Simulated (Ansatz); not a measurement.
Worked example: correlation energy of C$_{2}$H$_{6}$O, singlet

Geometry: MP2(full)/6-31G*, from the G2/97 set.

```csv
atom,x (Å),y (Å),z (Å)
C,0.0000,1.1657,-0.2516
O,0.0000,0.0000,0.5485
C,0.0000,-1.1657,-0.2516
H,0.0000,2.0178,0.4286
H,0.8918,1.2143,-0.8921
H,-0.8918,1.2143,-0.8921
H,0.0000,-2.0178,0.4286
H,-0.8918,-1.2143,-0.8921
H,0.8918,-1.2143,-0.8921
```

Basis cc-pVDZ; Ansatz 0.2.0. Correlated methods freeze the noble-gas cores, which leaves 20 electrons in 69 orbitals. R marks a restricted (for open shells ROHF) determinant.

Full CI isn't at hand for all of this; RCCSDT(Q) serves as the reference, and is uncertain by about the last step of the cluster series.

Runs differ by some tens of microhartree through their thresholds, so steps under 0.03 kcal/mol mean nothing.

```json
{"level": "RHF", "total energy (hartree)": "-154.075437"}
{"level": "RMP2", "total energy (hartree)": "-154.554384"}
{"level": "RCCSD", "total energy (hartree)": "-154.593498"}
{"level": "RCCSD(T)", "total energy (hartree)": "-154.606441"}
{"level": "RCCSDT", "total energy (hartree)": "-154.607128"}
{"level": "RCCSDT(Q)", "total energy (hartree)": "-154.608104"}
```

Question: What is the correlation energy at RCCSDT(Q), and what share of it do RMP2 and RCCSD recover?

Answer: E(corr) = -154.608104 − (-154.075437) = -0.532667 hartree = -14.495 eV. RMP2: -0.478947 / -0.532667 = 89.91 %. RCCSD: -0.518061 / -0.532667 = 97.26 %.

Question: By how many kcal/mol does RCCSD(T) miss RCCSDT(Q) (1 hartree = 627.509 kcal/mol), and which steps make up the rest?

Answer: -154.606441 − (-154.608104) = 0.001663 hartree = 1.04 kcal/mol. Steps: RCCSDT − RCCSD(T) = -0.43, RCCSDT(Q) − RCCSDT = -0.61 kcal/mol. Differences between like states or geometries often cancel part of this.
